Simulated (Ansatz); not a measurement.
# AlH5OSi: the cost of one run

All numbers below are computed with Ansatz 0.2.0 (RKS B3LYP/6-31G*).

### 1 The starting structure

Bond lengths: Al1–O2 1.780 Å, O2–Si3 1.680 Å, Si3–H4 1.460 Å, Si3–H5 1.460 Å, Si3–H6 1.460 Å, Al1–H7 1.560 Å, Al1–H8 1.560 Å. Angles: Al1–O2–Si3 125.0°, O2–Al1–H7 120.0°, O2–Al1–H8 120.0°, H7–Al1–H8 120.0°, O2–Si3–H4 109.5°, O2–Si3–H5 109.5°, O2–Si3–H6 109.5°, H4–Si3–H5 109.4°, H4–Si3–H6 109.4°, H5–Si3–H6 109.4°.

As a file:

```xyz
8

Al    0.0000    0.0000    0.0000
O     0.0000    0.0000    1.7800
Si   -1.3147   -0.4067    2.7436
H    -2.2390   -1.2403    1.9804
H    -0.8506   -1.1432    3.9157
H    -1.9987    0.8095    3.1733
H     1.3510    0.0000   -0.7800
H    -1.3510    0.0000   -0.7800
```

### 2 Preparing the start

input.yaml

```yaml
crystal:
  periodic: [false, false, false]
  atoms:
    - { symbol: Al, position_ang: [0.0, 0.0, 0.0] }
    - { symbol: O, position_ang: [0.0, 0.0, 1.78] }
    - { symbol: Si, position_ang: [-1.3147, -0.4067, 2.7436] }
    - { symbol: H, position_ang: [-2.239, -1.2403, 1.9804] }
    - { symbol: H, position_ang: [-0.8506, -1.1432, 3.9157] }
    - { symbol: H, position_ang: [-1.9987, 0.8095, 3.1733] }
    - { symbol: H, position_ang: [1.351, 0.0, -0.78] }
    - { symbol: H, position_ang: [-1.351, 0.0, -0.78] }
basis:
  gaussian: { orbitals: "6-31G*" }
hamiltonian:
  xc: b3lyp
relax:
  f_tol: 0.02
  max_steps: 40
```

Started as:

```console
$ ansatz run input.yaml --threads 1 --pin off --max-ram 2048MiB --backend cpu --events-out ev --progress --plain --runs-dir out
```

**Question.** How long does this run take on 1 thread of Arm Neoverse V2, shared host, and how much memory does it need?

About 30 s, with a peak of 0.13 GiB.
